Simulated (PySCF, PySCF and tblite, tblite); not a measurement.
# C2H5NO: conformers and averaged spectra, part 2 of 2

PySCF and tblite. Atoms count from 0. Earlier steps stand in the parts before.

## 7. Excited states, conformer 1: CAM-B3LYP/def2-SVPD in chloroform

What the job is given:

```
{"job": {"xc": "CAM-B3LYP", "basis": "def2-SVPD", "nstates": 8, "ntriplets": 0, "solvent": "chloroform", "kind": "uv"}, "charge": 0, "multiplicity": 1}
C     -1.020958    -0.393512     0.134718
C      0.113424     0.608068     0.087013
N      1.323882     0.085792    -0.256513
O     -0.034183     1.781757     0.352432
H     -0.956254    -0.982986     1.063223
H     -1.970750     0.153684     0.135117
H     -0.995052    -1.093016    -0.714346
H      1.459420    -0.894140    -0.452201
H      2.126008     0.702122    -0.255937
```

The log of the run:

```text
coarse grid: 7424 points
cycle   1  E = -208.8294116208  dE =  5.481e-01  |g| = 8.032e-01  |ddm| = 3.707e+00
cycle   2  E = -208.6523370925  dE =  1.771e-01  |g| = 1.291e+00  |ddm| = 1.866e+00
cycle   3  E = -208.9584684453  dE = -3.061e-01  |g| = 9.374e-02  |ddm| = 1.143e+00
cycle   4  E = -208.9600139274  dE = -1.545e-03  |g| = 4.449e-02  |ddm| = 1.323e-01
cycle   5  E = -208.9604164172  dE = -4.025e-04  |g| = 7.528e-03  |ddm| = 4.481e-02
cycle   6  E = -208.9604304587  dE = -1.404e-05  |g| = 2.919e-03  |ddm| = 1.252e-02
cycle   7  E = -208.9604330457  dE = -2.587e-06  |g| = 6.137e-04  |ddm| = 5.195e-03
final grid: 71480 points
cycle   8  E = -208.9990736860  dE = -1.876e-05  |g| = 3.492e-03  |ddm| = 4.136e-02
cycle   9  E = -208.9990725253  dE =  1.161e-06  |g| = 4.482e-03  |ddm| = 8.594e-03
cycle  10  E = -208.9990764228  dE = -3.898e-06  |g| = 6.007e-04  |ddm| = 3.812e-03
cycle  11  E = -208.9990764918  dE = -6.903e-08  |g| = 1.643e-04  |ddm| = 7.257e-04
cycle  12  E = -208.9990764982  dE = -6.403e-09  |g| = 5.734e-05  |ddm| = 2.445e-04
cycle  13  E = -208.9990764990  dE = -7.905e-10  |g| = 1.174e-05  |ddm| = 7.238e-05
converged SCF energy = -208.9990764990

Static polarisability (au): isotropic 45.854, principal 35.199 48.581 53.780

Singlet excitations
state   eV       nm        f      main configurations
  1   5.9202    209.4   0.00052   H->L+1 0.93
  2   7.3626    168.4   0.05966   H->L 0.58, H-1->L+1 0.27
  3   7.4655    166.1   0.01123   H-1->L 0.82, H-1->L+2 0.09
  4   7.5111    165.1   0.25196   H-1->L+1 0.62, H->L 0.28
  5   8.7294    142.0   0.00997   H-1->L+2 0.34, H->L+3 0.28, H-1->L+3 0.19
  6   8.7324    142.0   0.00375   H->L+3 0.48, H->L+2 0.17, H-1->L+2 0.13
  7   8.8398    140.3   0.03361   H->L+2 0.62, H->L+3 0.10
  8   8.8729    139.7   0.01248   H-1->L+3 0.58, H-1->L+4 0.21
```

It took 9.9 s on 1 thread of Arm Neoverse V1, shared host; peak memory 0.58 GiB.

Key values: HOMO -9.12 eV, LUMO 1.40 eV; dipole 4.98 D; S1 5.92 eV.

## 8. The ensemble: properties at wB97X-D/pcSseg-1 in chloroform

What the job is given:

```
{"job": {"study": "conf", "smiles": "CC(N)=O", "search": {"seed": 7088, "n_embed": 90, "ff_keep": 14, "window": 3.0, "nmax": 8, "temps": [250, 273.15, 298.15, 323.15, 373.15], "t_ref": 298.15, "order": 0.002, "geom": true}, "level": {"nmr": {"xc": "wB97X-D", "basis": "pcSseg-1", "solvent": "chloroform"}, "sp": {"xc": "PBE0", "basis": "def2-TZVP", "solvent": "chloroform"}, "j": {"xc": "B3LYP", "basis": "pcJ-1", "top": 4}, "uv": {"xc": "CAM-B3LYP", "basis": "def2-SVPD", "nstates": 8, "ntriplets": 0, "top": 4, "solvent": "chloroform"}}, "kind": "conf"}, "charge": 0, "multiplicity": 1}
C     -1.020958    -0.393512     0.134718
C      0.113424     0.608068     0.087013
N      1.323882     0.085792    -0.256513
O     -0.034183     1.781757     0.352432
H     -0.956254    -0.982986     1.063223
H     -1.970750     0.153684     0.135117
H     -0.995052    -1.093016    -0.714346
H      1.459420    -0.894140    -0.452201
H      2.126008     0.702122    -0.255937
```

The log of the run:

```text
conformer  sym    E(xTB)   E(DFT)   G(298.15 K)  weight  dipole/D
    1     C1      0.000    0.000    0.000   1.0000    4.785

mean shielding (ppm) by class
class atoms           250 K   273.15 K   298.15 K   323.15 K   373.15 K
  0 C  0            160.497    160.497    160.497    160.497    160.497
  1 C  1             10.183     10.183     10.183     10.183     10.183
  2 N  2            145.472    145.472    145.472    145.472    145.472
  3 O  3            -67.325    -67.325    -67.325    -67.325    -67.325
  4 H  4,5,6         29.451     29.451     29.451     29.451     29.451
  5 H  7,8           26.491     26.491     26.491     26.491     26.491
```

Wall time 38 s (1 thread of Arm Neoverse V1, shared host). This counts the runs that the step sums up.

The search (ETKDG and KDG, MMFF94s, GFN2-xTB) embedded 90 structures, kept 1 distinct ones after the force field and 1 after xTB; 1 was carried on (window 3.0 kcal/mol at the search's own energies). Energies: PBE0/def2-TZVP in chloroform with D3(BJ).

The conformers at 298 K:

```tsv
no.	group	mirror pair	ΔE xTB	ΔE DFT	ΔG	weight (%)	μ (D)	O3–C1–N2–H7 (°)	A, B, C (GHz)
1	C1	no	0.00	0.00	0.00	100.0	4.79	178	10.84, 9.34, 5.18
```

Energies in kcal/mol. ΔG holds xTB vibrations and rotation, symmetry numbers and mirror pairs.

Shifts against references run at the same level ($^{15}$N NH3 266.2, $^{13}$C TMS 185.3, $^{1}$H TMS 31.36, $^{17}$O H2O 339.6 ppm of shielding), by class of atoms, at 298 K:

```tsv
atoms	environment	average	measured
C1	amide carbonyl carbon	175.1	–
C0	methyl carbon α to a carbonyl	24.8	22.3
H7, H8	hydrogen on an amide-type nitrogen	4.87	–
H4, H5, H6	hydrogen on a methyl carbon α to a carbonyl	1.91	2.02
N2	amide-type nitrogen	120.7	–
O3	amide-type carbonyl oxygen	406.9	–
```

Measured: solution, not stated per compound (mostly CDCl3 or CCl4); Pretsch, Buehlmann, Badertscher, Structure Determination of Organic Compounds, 4th ed. (2009).

Couplings (Hz, B3LYP/pcJ-1; one pair named for each class, the eight largest averages at most for each number of bonds), from conformers that hold 100 % of the weight:

```tsv
pair	bonds	average
C0–H4	1	134.7
N2–H7	1	-95.2
C0–C1	1	54.8
C1–O3	1	26.6
C1–N2	1	-16.3
H4–H5	2	-15.0
C0–N2	2	-12.6
H7–H8	2	7.5
C1–H4	2	-5.3
C0–O3	2	-3.4
C1–H7	2	2.5
N2–O3	2	0.6
C0–H7	3	3.6
O3–H4	3	-1.5
N2–H4	3	-1.0
```

Effective distances for nuclear Overhauser effects, ⟨r⁻⁶⟩^(−1/6) as a mean over all pairs of two classes, so longer than the nearest pair where a class holds remote atoms (Å): H4···H7 3.04.

Lowest and brightest singlet by conformer (CAM-B3LYP/def2-SVPD in chloroform): no. 1 5.92 and 7.51 eV.

## 9. Shieldings, conformer 1: PBE0/pcSseg-1 in chloroform

Changed since step 7:

```diff
@@ -1,2 +1,2 @@
-{"job": {"xc": "CAM-B3LYP", "basis": "def2-SVPD", "nstates": 8, "ntriplets": 0, "solvent": "chloroform", "kind": "uv"}, "charge": 0, "multiplicity": 1}
+{"job": {"xc": "PBE0", "basis": "pcSseg-1", "solvent": "chloroform", "scf": {"damp": 0.3}, "kind": "nmr", "pop": false}, "charge": 0, "multiplicity": 1}
 C     -1.020958    -0.393512     0.134718
```

The log of the run:

```text
damping 0.30 in the first 6 cycles
final grid: 71480 points
cycle   1  E = -208.8455552097  dE =  5.233e-01  |g| = 8.056e-01  |ddm| = 2.503e+00
cycle   2  E = -208.8565916220  dE = -1.104e-02  |g| = 7.970e-01  |ddm| = 1.159e+00
cycle   3  E = -208.8636630033  dE = -7.071e-03  |g| = 7.834e-01  |ddm| = 1.061e+00
cycle   4  E = -208.8471764717  dE =  1.649e-02  |g| = 8.174e-01  |ddm| = 1.072e+00
cycle   5  E = -208.8492443760  dE = -2.068e-03  |g| = 8.301e-01  |ddm| = 1.099e+00
cycle   6  E = -208.4200935813  dE =  4.292e-01  |g| = 1.676e+00  |ddm| = 1.889e+00
cycle   7  E = -207.6837221604  dE =  7.364e-01  |g| = 2.740e+00  |ddm| = 2.702e+00
cycle   8  E = -208.9477987239  dE = -1.264e+00  |g| = 3.399e-01  |ddm| = 1.334e+00
cycle   9  E = -208.9625731379  dE = -1.477e-02  |g| = 1.878e-01  |ddm| = 2.584e-01
cycle  10  E = -208.9698878223  dE = -7.315e-03  |g| = 1.237e-02  |ddm| = 1.122e-01
cycle  11  E = -208.9699093186  dE = -2.150e-05  |g| = 6.138e-03  |ddm| = 1.105e-02
cycle  12  E = -208.9699177716  dE = -8.453e-06  |g| = 4.624e-04  |ddm| = 4.765e-03
cycle  13  E = -208.9699178221  dE = -5.056e-08  |g| = 1.906e-04  |ddm| = 5.756e-04
cycle  14  E = -208.9699178306  dE = -8.437e-09  |g| = 4.750e-05  |ddm| = 1.577e-04
cycle  15  E = -208.9699178311  dE = -5.146e-10  |g| = 8.628e-06  |ddm| = 5.689e-05
converged SCF energy = -208.9699178311

GIAO shielding tensors (ppm)
atom      isotropic    diamagn.    paramagn.     s11        s22        s33       span
  0 C      161.370     250.782     -89.411    136.693    154.891    192.526     55.833
  1 C       12.236     245.044    -232.808    -73.621     11.526     98.803    172.425
  2 N      145.295     323.614    -178.319     40.982    151.777    243.126    202.144
  3 O      -71.062     401.768    -472.830   -350.469   -167.833    305.116    655.586
  4 H       29.009      28.899       0.110     26.039     27.459     33.530      7.491
  5 H       29.728      29.029       0.699     26.149     28.225     34.809      8.659
  6 H       29.317      29.759      -0.441     25.686     28.639     33.627      7.941
  7 H       26.104      32.092      -5.988     21.879     25.101     31.331      9.453
  8 H       26.656      30.562      -3.906     22.217     23.061     34.689     12.471
```

It took 4.9 s on 1 thread of Arm Neoverse V1, shared host; peak memory 0.5 GiB.

Key values: HOMO -7.47 eV, LUMO 0.88 eV; dipole 4.74 D.

## 10. The ensemble: properties at PBE0/pcSseg-1 in chloroform

What the job is given:

```
{"job": {"study": "conf", "smiles": "CC(N)=O", "search": {"seed": 7088, "n_embed": 90, "ff_keep": 14, "window": 3.0, "nmax": 8, "temps": [250, 273.15, 298.15, 323.15, 373.15], "t_ref": 298.15, "order": 0.002, "geom": true}, "level": {"nmr": {"xc": "PBE0", "basis": "pcSseg-1", "solvent": "chloroform", "scf": {"damp": 0.3}}, "change": "PBE0/pcSseg-1; solvent chloroform; damp 0.3", "top": 4}, "kind": "conf"}, "charge": 0, "multiplicity": 1}
C     -1.020958    -0.393512     0.134718
C      0.113424     0.608068     0.087013
N      1.323882     0.085792    -0.256513
O     -0.034183     1.781757     0.352432
H     -0.956254    -0.982986     1.063223
H     -1.970750     0.153684     0.135117
H     -0.995052    -1.093016    -0.714346
H      1.459420    -0.894140    -0.452201
H      2.126008     0.702122    -0.255937
```

The log of the run:

```text
conformer  sym    E(xTB)   E(DFT)   G(298.15 K)  weight  dipole/D
    1     C1      0.000    0.000    0.000   1.0000    4.736

mean shielding (ppm) by class
class atoms           250 K   273.15 K   298.15 K   323.15 K   373.15 K
  0 C  0             161.37     161.37     161.37     161.37     161.37
  1 C  1             12.236     12.236     12.236     12.236     12.236
  2 N  2            145.295    145.295    145.295    145.295    145.295
  3 O  3            -71.062    -71.062    -71.062    -71.062    -71.062
  4 H  4,5,6         29.351     29.351     29.351     29.351     29.351
  5 H  7,8            26.38      26.38      26.38      26.38      26.38
```

Run time: 4.9 s. Hardware: 1 thread of Arm Neoverse V1, shared host. This counts the runs that the step sums up.

Against the first level, at 298 K (shifts, ppm; largest changes first):

```tsv
atoms	wB97X-D/pcSseg-1 in chloroform	PBE0/pcSseg-1 in chloroform	change
O3	406.9	412.0	+5.1
C1	175.1	172.9	-2.2
N2	120.7	122.5	+1.8
C0	24.8	23.8	-1.0
H4, H5, H6	1.91	1.90	-0.01
H7, H8	4.87	4.87	-0.00
```

Weights: from PBE0/def2-TZVP in chloroform energies 1: 100 %; from PBE0/pcSseg-1 in chloroform energies 1: 100 % (with a dispersion term where the level has one and the same thermal terms, so they don't follow from the SCF energies alone). Times: 38 s and 4.9 s.

## 11. Results

What follows sums up all 2 parts.

| quantity | value |
| --- | --- |
| conformers | 1; the first in weight is no. 1 (C1), 100 % at 298 K |
| root-mean-square dipole | 4.79 D |
| averaged $^{13}$C shifts (wB97X-D/pcSseg-1 in chloroform) | 175.1, 24.8 ppm |
| averaged $^{1}$H shifts (wB97X-D/pcSseg-1 in chloroform) | 4.87, 1.91 ppm |

What this shows: The search found one conformer in the window, so the averages are its own values. Against 1 measured $^{13}$C shift the average misses by 2.5 ppm. Against 1 measured $^{1}$H shift the average misses by 0.11 ppm. Vibration is missing from the shifts, so part of that gap is not the functional's. Where an open-chain amide-type bond turns slowly on the NMR time scale, such averages don't hold. Protons on O, N, S or Se exchange and bind to solvent, so their values hold for the lone molecule only. Between wB97X-D/pcSseg-1 in chloroform and PBE0/pcSseg-1 in chloroform, O3 changes most, by 5.1 ppm.
